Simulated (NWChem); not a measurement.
# methane (CH4); SMILES C

```xyz
5

C      0.0000     0.0000     0.0000
H     -0.8540    -0.2418    -0.6465
H      0.8689     0.2544    -0.6213
H     -0.2557     0.8552     0.6396
H      0.2407    -0.8678     0.6282
```
Atoms are numbered in this order, from 1.

Computed with NWChem. Geometry optimised at PBE0/def2-SVP; all other runs use it. 

```json
[
 {"quantity": "anisotropy (bohr³), static", "level": "PBE/def2-SVPD", "value": "0.0"},
 {"quantity": "vertical ionisation energy, ΔSCF (eV)", "level": "PBE/def2-SVP", "value": "13.86"},
 {"quantity": "cavity-dispersion-structure term (kcal/mol) in n-hexane", "level": "PBE0/def2-SVP, SMD", "value": "0.3"},
 {"quantity": "vertical, lowest state with f > 0.02, singlet (eV)", "level": "PBE/def2-SVPD, TDA", "value": "9.89"},
 {"quantity": "dipole (D)", "level": "PBE0/def2-SVP", "value": "0.00"},
 {"quantity": "highest harmonic frequency (cm⁻¹)", "level": "PBE0/def2-SVP", "value": "3199"}
]
```
